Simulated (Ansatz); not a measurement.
```json
{"atom": "C", "x (Å)": "0.0288", "y (Å)": "-0.1193", "z (Å)": "0.0065"}
{"atom": "F", "x (Å)": "0.7759", "y (Å)": "0.8348", "z (Å)": "0.8357"}
{"atom": "F", "x (Å)": "0.8250", "y (Å)": "-0.7542", "z (Å)": "-0.6747"}
{"atom": "F", "x (Å)": "-0.7338", "y (Å)": "0.8072", "z (Å)": "-0.8619"}
{"atom": "F", "x (Å)": "-0.8536", "y (Å)": "-0.7807", "z (Å)": "0.7746"}
```

RHF-MP2 on singlet CF₄ was run in several spherical basis sets with Ansatz (development build ahead of 0.2.0). Frozen core: 5 orbitals. Caution for RHF-MP2: bonds are stretched, where a single reference can fail; stretched shape with no unrestricted run beside it, a lower state can exist.

(1) Rank the basis sets by the total energy that they give, lowest first, with the distance from the lowest.
A. 6-31G
B. cc-pVDZ
C. def2-SVP
D. STO-3G

Answers

(1) B (0.00 eV), C (10.41 eV), A (12.63 eV), D (186.16 eV).

Totals follow the description of the cores as much as that of the bonds, so this order isn't one of quality for chemistry.
